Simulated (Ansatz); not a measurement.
Geometry optimisation, Ansatz, UKS PBE-D4/6-31G*.

The input (input.yaml):

```yaml
crystal:
  periodic: [false, false, false]
  atoms:
    - { symbol: Si, position_ang: [0.000901, 0.0, -0.265867] }
    - { symbol: F, position_ang: [-0.008919, 0.0, 2.530007] }
    - { symbol: H, position_ang: [1.424248, 0.0, -0.763101] }
    - { symbol: H, position_ang: [-0.710739, 1.232611, -0.763152] }
    - { symbol: H, position_ang: [-0.710739, -1.232611, -0.763152] }
    - { symbol: H, position_ang: [0.006648, 0.0, 3.466665] }
magnetization:
  spin_polarized: true
  initial_magnetization: 1
basis:
  gaussian: { orbitals: "6-31G*" }
hamiltonian:
  xc: pbe
  dispersion: d4
relax:
  f_tol: 0.03
  max_steps: 50
```

Run as:

```bash
$ ansatz run input.yaml --threads 1 --pin off --max-ram 2048MiB --backend cpu --events-out ev --progress --plain --runs-dir out
```

**Question.** Where does it end, and by what steps?

**Answer.** It converged. After 21 steps the energy has fallen by 0.200 eV; H6 moved furthest, 0.89 Å.

```json
{"step": "0", "energy less start (eV)": "0.0000", "largest force component (eV/Å)": "0.534", "accepted": "yes"}
{"step": "1", "energy less start (eV)": "-0.0365", "largest force component (eV/Å)": "0.060", "accepted": "yes"}
{"step": "2", "energy less start (eV)": "-0.0391", "largest force component (eV/Å)": "0.251", "accepted": "yes"}
{"step": "3", "energy less start (eV)": "-0.0017", "largest force component (eV/Å)": "1.936", "accepted": "no"}
{"step": "4", "energy less start (eV)": "-0.0151", "largest force component (eV/Å)": "1.689", "accepted": "no"}
{"step": "5", "energy less start (eV)": "-0.0408", "largest force component (eV/Å)": "0.223", "accepted": "yes"}
{"step": "6", "energy less start (eV)": "-0.0471", "largest force component (eV/Å)": "0.148", "accepted": "yes"}
{"step": "7", "energy less start (eV)": "-0.0013", "largest force component (eV/Å)": "1.746", "accepted": "no"}
{"step": "8", "energy less start (eV)": "-0.0534", "largest force component (eV/Å)": "0.222", "accepted": "yes"}
{"step": "9", "energy less start (eV)": "-0.0572", "largest force component (eV/Å)": "0.556", "accepted": "yes"}
{"step": "10", "energy less start (eV)": "-0.0718", "largest force component (eV/Å)": "0.278", "accepted": "yes"}
{"step": "11", "energy less start (eV)": "-0.0882", "largest force component (eV/Å)": "0.883", "accepted": "yes"}
{"step": "12", "energy less start (eV)": "-0.0526", "largest force component (eV/Å)": "2.409", "accepted": "no"}
{"step": "13", "energy less start (eV)": "-0.1139", "largest force component (eV/Å)": "0.474", "accepted": "yes"}
{"step": "14", "energy less start (eV)": "-0.1359", "largest force component (eV/Å)": "0.143", "accepted": "yes"}
{"step": "15", "energy less start (eV)": "-0.1680", "largest force component (eV/Å)": "0.161", "accepted": "yes"}
{"step": "16", "energy less start (eV)": "-0.1825", "largest force component (eV/Å)": "0.863", "accepted": "yes"}
{"step": "17", "energy less start (eV)": "-0.1962", "largest force component (eV/Å)": "0.581", "accepted": "yes"}
{"step": "18", "energy less start (eV)": "-0.1997", "largest force component (eV/Å)": "0.061", "accepted": "yes"}
{"step": "19", "energy less start (eV)": "-0.1997", "largest force component (eV/Å)": "0.095", "accepted": "yes"}
{"step": "20", "energy less start (eV)": "-0.2001", "largest force component (eV/Å)": "0.058", "accepted": "yes"}
{"step": "21", "energy less start (eV)": "-0.2003", "largest force component (eV/Å)": "0.011", "accepted": "yes"}
```

```xyz
6
Properties=species:S:1:pos:R:3
Si 0.280 0.000 -0.152
F -0.736 0.000 2.674
H 1.362 0.000 -1.195
H -0.556 1.240 -0.244
H -0.556 -1.240 -0.244
H 0.208 0.000 2.602
```

Whether the end is a true minimum wasn't checked by a vibrational analysis.

Time of the run: 25 s on 1 thread of Arm Neoverse V2, on a shared host, peak memory 0.11 GiB.
